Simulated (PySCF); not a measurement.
# Telling isomers of C8H6N2 apart by NMR

- shieldings: GIAO PBE0/pcSseg-1
- GFN2-xTB structure
- code: PySCF 2.14
- non-relativistic Hamiltonian, in vacuum, a single conformation, averaged over atoms made equivalent by symmetry, fast rotation or ring inversion

Scale: TMS for ¹H (σ = 31.72 ppm), ¹³C (σ = 186.93 ppm) (reference shieldings calculated alike). Where no couplings were computed, multiplicities follow the n + 1 count of equivalent neighbours, and m marks all less simple cases (inequivalent or close neighbours, rings, F or P nearby). Shifts are as computed. Against solution values, carbons near 30 ppm lie about +3 ppm off and those near 130 ppm about +5 ppm. Of 1211 compounds with measured shifts, 218 miss one by over three times the rms of a fit or turn the order of signals round; such compounds aren't used in these exercises.

(1) Tabulate the signals of `C=Nc1ccccc1C#N`, `c1ccc2cnncc2c1` and their relative energies.

(2) What is the quickest way to tell C=Nc1ccccc1C#N from c1ccc2cnncc2c1?

Answers

(1) 
| SMILES | carbon types | δC | δH | E rel. (kcal/mol) |
| --- | --- | --- | --- | --- |
| C=Nc1ccccc1C#N | 3×C 4×CH 1×CH2 | 161.8, 160.0, 140.8, 138.4, 129.3, 128.3, 123.6, 102.0 | 8.00 (m, 1H), 7.94 (d, 1H), 7.92 (m, 1H), 7.80 (m, 1H), 7.42 (d, 1H), 7.40 (m, 1H) | 8.5 |
| c1ccc2cnncc2c1 | 2×C 6×CH | 154.4, 136.8, 132.0, 129.8 | 9.91 (s, 2H), 8.22 (m, 2H), 8.21 (m, 2H) | 0.0 |

Energies are electronic energies at PBE0/pcSseg-1 on these geometries, without zero-point or thermal terms, each for the one conformer computed, which needn't be the lowest.

(2) Count the carbon signals: 8 against 4. The first has a C=N carbon (CH2) at 161.8 ppm, the second an aromatic CH next to a ring nitrogen at 154.4 ppm. In the proton spectra the most deshielded non-exchanging signals are 8.00 (m, 1H) and 9.91 (s, 2H).
